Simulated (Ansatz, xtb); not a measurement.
System: C$_{2}$H$_{4}$N, charge 1, multiplicity 1. It need not be the lowest isomer of its formula. SMILES: CC#[NH+]
Coordinates optimised at B3LYP-D3(BJ)/def2-TZVP (Ansatz, a first-principles code):
```xyz
7

C     -0.0096     0.0076    -1.2657
C      0.0013    -0.0010     0.1678
N      0.0099    -0.0079     1.3057
H      0.0063     1.0433    -1.6163
H      0.8734    -0.5230    -1.6324
H     -0.9166    -0.4909    -1.6186
H      0.0175    -0.0140     2.3151
```
Charge +1, spin multiplicity 1.

Harmonic wavenumbers from GFN2-xTB (xtb, at its own minimum), cm⁻¹: 348, 348, 510, 510, 938, 938, 1054, 1295, 1295, 1327, 2369, 2956, 2956, 2971, 3505.

Q: Give the harmonic wavenumbers at B3LYP-D3(BJ)/def2-TZVP (Ansatz, finite differences of forces, unscaled).

A: 398, 398, 579, 580, 921, 1040, 1040, 1391, 1425, 1425, 2383, 3030, 3110, 3110, 3667 cm⁻¹. Zero-point energy 35.0 kcal/mol.

Q: From these and the geometry, give the ideal-gas thermochemistry at 298.15 K and 1 atm (rigid rotor, harmonic oscillator).

A: Point group C3v, rotational symmetry number 3. Rotational constants 156.4, 8.67, 8.67 GHz. S(trans) 37.14, S(rot) 18.66, S(vib) 3.25, S(elec, spin only) 0.00, S 59.0 cal/(mol K). H(298) - H(0) 3.06 kcal/mol; G - E(el) 20.5 kcal/mol.
